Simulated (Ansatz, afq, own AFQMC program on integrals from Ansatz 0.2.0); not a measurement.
# H2O+ (doublet): quantum Monte Carlo beside coupled cluster at distance O1–H2 = 1.829 Å, 6-31G, part 1 of 2

Aim: compute H2O+ (doublet) with auxiliary-field quantum Monte Carlo on the same integrals as coupled cluster, and set the energies side by side.

Program: Ansatz 0.2.0, Gaussian basis, and an in-house AFQMC program (afq) on its integrals; all values are calculated. Level of theory: 6-31G, frozen cores. These are calculated values, not measurements.

The runs, in order: Full CI; PBE (unrestricted); r2SCAN (unrestricted); PBE0 (unrestricted); B3LYP (unrestricted); wB97M-V (unrestricted); B2PLYP (unrestricted); CCSD(T) on UHF; Full CI; Full CI (quartet); CCSDT(Q) on UHF; CCSDTQ on UHF; Phaseless AFQMC, CISD trial on UHF; Phaseless AFQMC, single-determinant trial on UHF; CCSD(T) on ROHF; Full CI; CCSDT(Q) on ROHF; CCSDTQ on ROHF; Phaseless AFQMC, CISD trial on ROHF; Phaseless AFQMC, single-determinant trial on ROHF.

2 further runs of the same task are left out: 2 that didn't finish.

**1. The geometry**

The geometry derives from a PBE0/def2-TZVP stationary point (not a proven minimum). One bond is set to the value named and the two fragments are kept rigid.

3 atoms, charge 1, spin multiplicity 2.

Atoms are counted from 1 here; the program's logs count them from 0.

Bond lengths: O1–H3 1.004 Å.

**2. Full CI**

Input file in.yaml:

```yaml
crystal:
  periodic: [false, false, false]
  atoms:
    - {symbol: O, position_ang: [0.000000, -0.091162, 0.037767]}
    - {symbol: H, position_ang: [0.000000, 0.960844, -1.458402]}
    - {symbol: H, position_ang: [0.000000, 0.486209, 0.858907]}
basis:
  gaussian: {orbitals: 6-31G}
total_charge: 1
magnetization: {spin_polarized: false, initial_magnetization: 1}
correlation: {method: fci, electrons: outside_noble_gas}
```

Launch:

```sh
$ ansatz run in.yaml --threads 1 --pin off --events-out ev --progress --plain --max-ram 15360MiB --backend cuda --devices 0, --max-vram 18GiB
```

The log of the run:

```text
Functional definition: HF
  name "HF"
  cite "Fock, Z. Phys. 61, 126 (1930) doi:10.1007/BF01340294"
  parent pbe
  exchange = exact_x
  correlation = 0
218 factors; integrals over basis functions are off by at most 9.2e-8 eV
mean field evaluation 1: about -2049.3797 eV, gradient 4.1e1 eV
mean field evaluation 2: about -2049.3880 eV, gradient 4.1e1 eV
mean field evaluation 4: about -2052.3811 eV, gradient 1.5e1 eV
mean field evaluation 8: about -2053.3256 eV, gradient 3.1e-1 eV
mean field evaluation 16: about -2053.3254 eV, gradient 2.9e-6 eV
mean field -2053.32540886 eV, -75.4583169818 hartree, gradient 3.1e-6 eV, S^2 0.750000; 2 other end points of the search recorded, 0 dependent functions left out
mean field evaluation 32: about -2053.1139 eV, gradient 4.4e0 eV
unrestricted determinant -2053.79564492 eV, -75.4755978383 hartree, S^2 1.2643
1 core orbitals not correlated: weight in the atoms' cores, before any rotation towards them, 1.000 or more for the frozen orbitals, at most 0.000 for the correlated occupied ones
reference -2053.32540886 eV, -75.4583169818 hartree; 4, 3 occupied and 8, 9 virtual orbitals, 218 factors
state -2056.89106170 eV, -75.5893523066 hartree
Total energy: -2056.89106170 eV, -75.5893523066 hartree
```

Run time: 3.2 s. Hardware: 1 × NVIDIA H100 80GB HBM3 with 1 thread of AMD EPYC 7R13 (Zen 3), shared host.

From the report: 54,150 determinants, symmetry A''.

**3. PBE (unrestricted)**

in.yaml: that of step 2 with these lines changed.

```diff
@@ -9,3 +9,4 @@
 total_charge: 1
-magnetization: {spin_polarized: false, initial_magnetization: 1}
-correlation: {method: fci, electrons: outside_noble_gas}
+magnetization: {spin_polarized: true, initial_magnetization: 1}
+hamiltonian: {xc: {name: PBE}}
+output: {orbitals: {seedname: orbitals}}
```

Launch:

```sh
$ ansatz run in.yaml --threads 1 --pin off --events-out ev --progress --plain --max-ram 5120MiB --backend cpu
```

The log of the run:

```text
Functional definition: PBE
  name "PBE"
  cite "Perdew, Burke & Ernzerhof, Phys. Rev. Lett. 77, 3865 (1996) doi:10.1103/PhysRevLett.77.3865"
  parent pbe
  parameter kappa = 0.804
  parameter beta = 0.06672455060314922
  exchange = pbe_x(kappa = kappa, mu = beta*pi^2/3)
  correlation = pbe_c(beta = beta)
139 factors; integrals over basis functions are off by at most 2.9e-4 eV
mean field evaluation 1: about -2048.0245 eV, gradient 5.4e1 eV
mean field evaluation 2: about -2002.8221 eV, gradient 9.2e1 eV
mean field evaluation 4: about -2058.8630 eV, gradient 2.1e1 eV
mean field evaluation 8: about -2061.5259 eV, gradient 3.1e-1 eV
mean field evaluation 16: about -2061.5287 eV, gradient 7.5e-4 eV
mean field -2061.52872875 eV, -75.7597834271 hartree, gradient 7.9e-5 eV, S^2 0.864406; 0 other end points of the search recorded, 0 dependent functions left out
reference -2061.52874168 eV, -75.7597839025 hartree; 5, 4 occupied and 8, 9 virtual orbitals, 139 factors
Total energy: -2061.52874168 eV, -75.7597839025 hartree
```

Run time: 0.21 s. Hardware: 1 thread of AMD EPYC 7R13 (Zen 3), shared host.

From the report: ⟨S²⟩ of the determinant 0.864 (pure doublet: 0.75).

**4. r2SCAN (unrestricted)**

in.yaml: that of step 3 with these lines changed.

```diff
@@ -10,3 +10,2 @@
 magnetization: {spin_polarized: true, initial_magnetization: 1}
-hamiltonian: {xc: {name: PBE}}
-output: {orbitals: {seedname: orbitals}}
+hamiltonian: {xc: {name: r2SCAN}}
```

Launched as before.

The log of the run:

```text
Functional definition: r2SCAN
  name "r2SCAN"
  cite "Furness, Kaplan, Ning, Perdew & Sun, J. Phys. Chem. Lett. 11, 8208 (2020) doi:10.1021/acs.jpclett.0c02405"
  cite "Furness, Kaplan, Ning, Perdew & Sun, J. Phys. Chem. Lett. 11, 9248 (2020) doi:10.1021/acs.jpclett.0c03077"
  parent r2scan
  parameter k0 = 0.174
  parameter k1 = 0.065
  parameter a1 = 4.9479
  exchange = r2scan_x(k0 = k0, k1 = k1, a1 = a1)
  correlation = r2scan_c
139 factors; integrals over basis functions are off by at most 2.9e-4 eV
mean field evaluation 1: about -2051.1029 eV, gradient 5.0e1 eV
mean field evaluation 2: about -2016.6460 eV, gradient 8.3e1 eV
mean field evaluation 4: about -2062.0812 eV, gradient 9.0e0 eV
mean field evaluation 8: about -2062.5837 eV, gradient 1.2e0 eV
mean field evaluation 16: about -2062.6009 eV, gradient 1.7e-4 eV
mean field -2062.60092050 eV, -75.7991857473 hartree, gradient 1.1e-5 eV, S^2 0.931123; 0 other end points of the search recorded, 0 dependent functions left out
reference -2062.60092474 eV, -75.7991859031 hartree; 5, 4 occupied and 8, 9 virtual orbitals, 139 factors
Total energy: -2062.60092474 eV, -75.7991859031 hartree
```

It took 0.45 s on 1 thread of AMD EPYC 7R13 (Zen 3), shared host.

From the report: ⟨S²⟩ of the determinant 0.931 (pure doublet: 0.75).

**5. PBE0 (unrestricted)**

in.yaml: that of step 4 with these lines changed.

```diff
@@ -10,2 +10,3 @@
 magnetization: {spin_polarized: true, initial_magnetization: 1}
-hamiltonian: {xc: {name: r2SCAN}}
+hamiltonian: {xc: {name: PBE0}}
+output: {orbitals: {seedname: orbitals}}
```

Same command.

The log of the run:

```text
Functional definition: PBE0
  name "PBE0"
  cite "Adamo & Barone, J. Chem. Phys. 110, 6158 (1999) doi:10.1063/1.478522"
  cite "Perdew, Burke & Ernzerhof, Phys. Rev. Lett. 77, 3865 (1996) doi:10.1103/PhysRevLett.77.3865"
  parent pbe
  parameter a = 0.25
  parameter kappa = 0.804
  parameter beta = 0.06672455060314922
  exchange = (1 - a)*pbe_x(kappa = kappa, mu = beta*pi^2/3) + a*exact_x
  correlation = pbe_c(beta = beta)
139 factors; integrals over basis functions are off by at most 2.9e-4 eV
mean field evaluation 1: about -2051.2467 eV, gradient 4.7e1 eV
mean field evaluation 2: about -2022.1147 eV, gradient 7.8e1 eV
mean field evaluation 4: about -2061.2034 eV, gradient 3.7e0 eV
mean field evaluation 8: about -2061.3151 eV, gradient 4.2e-1 eV
mean field evaluation 16: about -2061.3338 eV, gradient 7.6e-4 eV
mean field -2061.33379662 eV, -75.7526198037 hartree, gradient 4.1e-5 eV, S^2 0.912958; 1 other end points of the search recorded, 0 dependent functions left out
reference -2061.33380633 eV, -75.7526201605 hartree; 5, 4 occupied and 8, 9 virtual orbitals, 139 factors
Total energy: -2061.33380633 eV, -75.7526201605 hartree
```

It took 0.21 s on 1 thread of AMD EPYC 7R13 (Zen 3), shared host.

From the report: ⟨S²⟩ of the determinant 0.913 (pure doublet: 0.75).

**6. B3LYP (unrestricted)**

in.yaml: that of step 5 with these lines changed.

```diff
@@ -10,3 +10,2 @@
 magnetization: {spin_polarized: true, initial_magnetization: 1}
-hamiltonian: {xc: {name: PBE0}}
-output: {orbitals: {seedname: orbitals}}
+hamiltonian: {xc: {name: B3LYP}}
```

Launched as before.

The log of the run, cut to the lines that bear on the results:

```text
Functional definition: B3LYP
  name "B3LYP"
  cite "Stephens, Devlin, Chabalowski & Frisch, J. Phys. Chem. 98, 11623 (1994) doi:10.1021/j100096a001"
  cite "Becke, Phys. Rev. A 38, 3098 (1988) doi:10.1103/PhysRevA.38.3098"
  cite "Lee, Yang & Parr, Phys. Rev. B 37, 785 (1988) doi:10.1103/PhysRevB.37.785"
  cite "Vosko, Wilk & Nusair, Can. J. Phys. 58, 1200 (1980) doi:10.1139/p80-159"
[...]
139 factors; integrals over basis functions are off by at most 2.9e-4 eV
[...]
mean field -2063.62811687 eV, -75.8369345177 hartree, gradient 8.2e-5 eV, S^2 0.890164; 2 other end points of the search recorded, 0 dependent functions left out
reference -2063.62821895 eV, -75.8369382690 hartree; 5, 4 occupied and 8, 9 virtual orbitals, 139 factors
Total energy: -2063.62821895 eV, -75.8369382690 hartree
```

Run time: 0.24 s. Hardware: 1 thread of AMD EPYC 7R13 (Zen 3), shared host.

From the report: ⟨S²⟩ of the determinant 0.890 (pure doublet: 0.75).

**7. wB97M-V (unrestricted)**

in.yaml: that of step 6 with these lines changed.

```diff
@@ -10,2 +10,3 @@
 magnetization: {spin_polarized: true, initial_magnetization: 1}
-hamiltonian: {xc: {name: B3LYP}}
+hamiltonian: {xc: {name: wB97M-V}}
+output: {orbitals: {seedname: orbitals}}
```

Launched as before.

The log of the run, cut to the lines that bear on the results:

```text
Functional definition: wB97M-V
  name "wB97M-V"
  cite "Mardirossian & Head-Gordon, J. Chem. Phys. 144, 214110 (2016) doi:10.1063/1.4952647"
  cite "Becke, J. Chem. Phys. 107, 8554 (1997) doi:10.1063/1.475007"
  cite "Vydrov & Van Voorhis, J. Chem. Phys. 133, 244103 (2010) doi:10.1063/1.3521275"
  # Of w^i u^j: cxij and so on, Table III.
[...]
  gx(w, u) = 1 - cx + cx01*u + cx10*w
  gss(w, u) = css00 + css04*u^4 + css10*w + css20*w^2 + css43*w^4*u^3
  gos(w, u) = cos00 + cos10*w + (cos20 + cos21*u)*w^2 + (cos60 + cos61*u)*w^6
[...]
      + integral(e_c_pw_mod_opposite_spin*gos(b97_w_opposite, b97_u_opposite)) + vv10(b, c)
139 factors; integrals over basis functions are off by at most 2.9e-4 eV
65 factors; integrals over basis functions are off by at most 1.9e-5 eV
[...]
mean field -2062.69816639 eV, -75.8027594677 hartree, gradient 6.2e-6 eV, S^2 0.856087; 1 other end points of the search recorded, 0 dependent functions left out
reference -2062.69818160 eV, -75.8027600267 hartree; 5, 4 occupied and 8, 9 virtual orbitals, 139 factors
Total energy: -2062.69818160 eV, -75.8027600267 hartree
```

Wall time 0.75 s (1 thread of AMD EPYC 7R13 (Zen 3), shared host).

From the report: ⟨S²⟩ of the determinant 0.856 (pure doublet: 0.75).

**8. B2PLYP (unrestricted)**

in.yaml: that of step 7 with these lines changed.

```diff
@@ -10,3 +10,3 @@
 magnetization: {spin_polarized: true, initial_magnetization: 1}
-hamiltonian: {xc: {name: wB97M-V}}
-output: {orbitals: {seedname: orbitals}}
+hamiltonian: {xc: {name: B2PLYP}}
+correlation: {electrons: outside_noble_gas}
```

Launched as before.

The log of the run, cut to the lines that bear on the results:

```text
Functional definition: B2PLYP
  name "B2PLYP"
  cite "Grimme, J. Chem. Phys. 124, 034108 (2006) doi:10.1063/1.2148954"
  cite "Becke, Phys. Rev. A 38, 3098 (1988) doi:10.1103/PhysRevA.38.3098"
  cite "Lee, Yang & Parr, Phys. Rev. B 37, 785 (1988) doi:10.1103/PhysRevB.37.785"
[...]
139 factors; integrals over basis functions are off by at most 2.9e-4 eV
[...]
mean field -2060.25478917 eV, -75.7129670111 hartree, gradient 1.7e-6 eV, S^2 0.984499; 2 other end points of the search recorded, 0 dependent functions left out
1 core orbitals not correlated: weight in the atoms' cores, before any rotation towards them, 1.000 or more for the frozen orbitals, at most 0.000 for the correlated occupied ones
reference -2060.25485263 eV, -75.7129693434 hartree; 4, 3 occupied and 8, 9 virtual orbitals, 139 factors
second order -3.34599483 eV of doubles, -0.00000000 eV of singles
Total energy: -2061.15827124 eV, -75.7461693647 hartree
```

Wall time 0.3 s (1 thread of AMD EPYC 7R13 (Zen 3), shared host).

From the report: ⟨S²⟩ of the determinant 0.984 (pure doublet: 0.75).

**9. CCSD(T) on UHF**

in.yaml: that of step 8 with these lines changed.

```diff
@@ -10,3 +10,2 @@
 magnetization: {spin_polarized: true, initial_magnetization: 1}
-hamiltonian: {xc: {name: B2PLYP}}
-correlation: {electrons: outside_noble_gas}
+correlation: {method: ccsd_t, electrons: outside_noble_gas, hamiltonian_folder: ham}
```

Launch:

```sh
$ ansatz run in.yaml --threads 1 --pin off --events-out ev --progress --plain --max-ram 15360MiB --backend cuda --devices 0, --max-vram 18GiB
```

The log of the run, cut to the lines that bear on the results:

```text
Functional definition: HF
  name "HF"
  cite "Fock, Z. Phys. 61, 126 (1930) doi:10.1007/BF01340294"
  parent pbe
[...]
139 factors; integrals over basis functions are off by at most 2.9e-4 eV
[...]
mean field -2053.79564345 eV, -75.4755977840 hartree, gradient 9.2e-6 eV, S^2 1.264327; 10 other end points of the search recorded, 0 dependent functions left out
determinant -2053.79564345 eV, -75.4755977840 hartree, with singles and doubles -2056.75266604 eV, -75.5842663600 hartree
determinant -2052.22630906 eV, -75.4179258090 hartree, with singles and doubles -2055.19556337 eV, -75.5270438923 hartree
determinant -2050.84535530 eV, -75.3671766945 hartree, with singles and doubles -2052.71844554 eV, -75.4360114912 hartree
1 core orbitals not correlated: weight in the atoms' cores, before any rotation towards them, 1.000 or more for the frozen orbitals, at most 0.000 for the correlated occupied ones
reference -2053.79564345 eV, -75.4755977840 hartree; 4, 3 occupied and 8, 9 virtual orbitals, 139 factors
second order -2.21334756 eV of doubles, -0.00000000 eV of singles
cycle   1  -2.39224151 eV  change   -2.7e-1 eV  update   5.8e-2
[...]
cycle  16  -3.01681598 eV  change   -6.0e-6 eV  update   3.5e-6
perturbative correction -0.04283413 eV, -0.0015741251 hartree
WARN: these amplitudes may be one of several solutions (largest doubles amplitude 0.16, level shift 1.82 eV)
Total energy: -2056.85529355 eV, -75.5880378515 hartree
```

Run time: 4.4 s. Hardware: 1 × NVIDIA H100 80GB HBM3 with 1 thread of AMD EPYC 7R13 (Zen 3), shared host.

From the report: ⟨S²⟩ of the determinant 1.264 (pure doublet: 0.75); correlation -3.0597 eV; T1 0.090; largest double amplitude 0.16. The determinant is far from a pure spin state, so its energy mixes those of several spin states (harmless only where they are near-degenerate, as at dissociation). The report flags that the cluster equations may have other roots.

This run also writes the integrals to the folder ham.

**10. Full CI**

Input file in.yaml:

```yaml
hamiltonian:
  integrals:
    folder: ../ham
correlation: {method: fci}
```

The command is unchanged.

The log of the run:

```text
Functional definition: HF
  name "HF"
  cite "Fock, Z. Phys. 61, 126 (1930) doi:10.1007/BF01340294"
  parent pbe
  exchange = exact_x
  correlation = 0
reference -2053.79564345 eV, -75.4755977840 hartree; 4, 3 occupied and 8, 9 virtual orbitals, 139 factors
state -2056.89130429 eV, -75.5893612217 hartree
Total energy: -2056.89130429 eV, -75.5893612217 hartree
```

Wall time 2.5 s (1 × NVIDIA H100 80GB HBM3 with 1 thread of AMD EPYC 7R13 (Zen 3), shared host).

From the report: 54,150 determinants.

**11. Full CI (quartet)**

Input file in.yaml:

```yaml
crystal:
  periodic: [false, false, false]
  atoms:
    - {symbol: O, position_ang: [0.000000, -0.091162, 0.037767]}
    - {symbol: H, position_ang: [0.000000, 0.960844, -1.458402]}
    - {symbol: H, position_ang: [0.000000, 0.486209, 0.858907]}
basis:
  gaussian: {orbitals: 6-31G}
total_charge: 1
magnetization: {spin_polarized: false, initial_magnetization: 3}
correlation: {method: fci, electrons: outside_noble_gas}
```

Same command.

The log of the run:

```text
Functional definition: HF
  name "HF"
  cite "Fock, Z. Phys. 61, 126 (1930) doi:10.1007/BF01340294"
  parent pbe
  exchange = exact_x
  correlation = 0
218 factors; integrals over basis functions are off by at most 9.2e-8 eV
mean field evaluation 1: about -2051.4869 eV, gradient 1.3e1 eV
mean field evaluation 2: about -2051.4988 eV, gradient 1.2e1 eV
mean field evaluation 4: about -2052.0962 eV, gradient 1.0e0 eV
mean field evaluation 8: about -2052.1008 eV, gradient 4.1e-3 eV
mean field -2052.10078079 eV, -75.4133127301 hartree, gradient 2.5e-6 eV, S^2 3.750000; 0 other end points of the search recorded, 0 dependent functions left out
mean field evaluation 16: about -2052.1873 eV, gradient 2.6e0 eV
1 core orbitals not correlated: weight in the atoms' cores, before any rotation towards them, 1.000 or more for the frozen orbitals, at most 0.000 for the correlated occupied ones
reference -2052.10078079 eV, -75.4133127301 hartree; 5, 2 occupied and 7, 10 virtual orbitals, 218 factors
state -2054.06868478 eV, -75.4856318678 hartree
Total energy: -2054.06868478 eV, -75.4856318678 hartree
```

It took 2.6 s on 1 × NVIDIA H100 80GB HBM3 with 1 thread of AMD EPYC 7R13 (Zen 3), shared host.

From the report: 26,760 determinants, symmetry A''.

**12. CCSDT(Q) on UHF**

in.yaml: that of step 11 with these lines changed.

```diff
@@ -9,3 +9,3 @@
 total_charge: 1
-magnetization: {spin_polarized: false, initial_magnetization: 3}
-correlation: {method: fci, electrons: outside_noble_gas}
+magnetization: {spin_polarized: true, initial_magnetization: 1}
+correlation: {method: ccsdt_q, electrons: outside_noble_gas}
```

Launched as before.

The log of the run, cut to the lines that bear on the results:

```text
Functional definition: HF
  name "HF"
  cite "Fock, Z. Phys. 61, 126 (1930) doi:10.1007/BF01340294"
  parent pbe
[...]
218 factors; integrals over basis functions are off by at most 9.2e-8 eV
[...]
mean field -2053.79564493 eV, -75.4755978384 hartree, gradient 9.2e-6 eV, S^2 1.264334; 10 other end points of the search recorded, 0 dependent functions left out
determinant -2053.79564493 eV, -75.4755978384 hartree, with singles and doubles -2056.75269057 eV, -75.5842672614 hartree
determinant -2052.22630352 eV, -75.4179256054 hartree, with singles and doubles -2055.19560094 eV, -75.5270452728 hartree
determinant -2050.84539150 eV, -75.3671780246 hartree, with singles and doubles -2052.71851947 eV, -75.4360142081 hartree
1 core orbitals not correlated: weight in the atoms' cores, before any rotation towards them, 1.000 or more for the frozen orbitals, at most 0.000 for the correlated occupied ones
reference -2053.79564493 eV, -75.4755978384 hartree; 4, 3 occupied and 8, 9 virtual orbitals, 218 factors
second order -2.21338652 eV of doubles, -0.00000000 eV of singles
cycle   1  -2.39226994 eV  change   -2.7e-1 eV  update   5.9e-2
[...]
cycle  26  -3.08719287 eV  change    3.8e-7 eV  update   1.2e-7
perturbative correction -0.01037348 eV, -0.0003812185 hartree
WARN: these amplitudes may be one of several solutions (largest doubles amplitude 0.18, level shift 1.82 eV)
Total energy: -2056.89321128 eV, -75.5894313024 hartree
```

Wall time 6.5 s (1 × NVIDIA H100 80GB HBM3 with 1 thread of AMD EPYC 7R13 (Zen 3), shared host).

From the report: ⟨S²⟩ of the determinant 1.264 (pure doublet: 0.75); correlation -3.0976 eV; T1 0.096; largest double amplitude 0.18. The determinant is far from a pure spin state, so its energy mixes those of several spin states (harmless only where they are near-degenerate, as at dissociation). The report flags that the cluster equations may have other roots.

**13. CCSDTQ on UHF**

in.yaml: that of step 12 with these lines changed.

```diff
@@ -10,2 +10,2 @@
 magnetization: {spin_polarized: true, initial_magnetization: 1}
-correlation: {method: ccsdt_q, electrons: outside_noble_gas}
+correlation: {method: ccsdtq, electrons: outside_noble_gas}
```

Same command.

The log of the run, cut to the lines that bear on the results:

```text
Functional definition: HF
  name "HF"
  cite "Fock, Z. Phys. 61, 126 (1930) doi:10.1007/BF01340294"
  parent pbe
[...]
218 factors; integrals over basis functions are off by at most 9.2e-8 eV
[...]
mean field -2053.79564493 eV, -75.4755978384 hartree, gradient 9.2e-6 eV, S^2 1.264334; 10 other end points of the search recorded, 0 dependent functions left out
determinant -2053.79564493 eV, -75.4755978384 hartree, with singles and doubles -2056.75269057 eV, -75.5842672614 hartree
determinant -2052.22630352 eV, -75.4179256054 hartree, with singles and doubles -2055.19560094 eV, -75.5270452728 hartree
determinant -2050.84539150 eV, -75.3671780246 hartree, with singles and doubles -2052.71851947 eV, -75.4360142081 hartree
1 core orbitals not correlated: weight in the atoms' cores, before any rotation towards them, 1.000 or more for the frozen orbitals, at most 0.000 for the correlated occupied ones
reference -2053.79564493 eV, -75.4755978384 hartree; 4, 3 occupied and 8, 9 virtual orbitals, 218 factors
second order -2.21338652 eV of doubles, -0.00000000 eV of singles
cycle   1  -2.39226982 eV  change   -2.7e-1 eV  update   5.9e-2
[...]
cycle  27  -3.09545545 eV  change   -5.1e-9 eV  update   2.7e-7
WARN: these amplitudes may be one of several solutions (largest doubles amplitude 0.18, level shift 1.82 eV)
Total energy: -2056.89110038 eV, -75.5893537281 hartree
```

Run time: 13 s. Hardware: 1 × NVIDIA H100 80GB HBM3 with 1 thread of AMD EPYC 7R13 (Zen 3), shared host.

From the report: ⟨S²⟩ of the determinant 1.264 (pure doublet: 0.75); correlation -3.0955 eV; T1 0.096; largest double amplitude 0.18. The determinant is far from a pure spin state, so its energy mixes those of several spin states (harmless only where they are near-degenerate, as at dissociation). The report flags that the cluster equations may have other roots.

(Continued in part 2 of 2.)
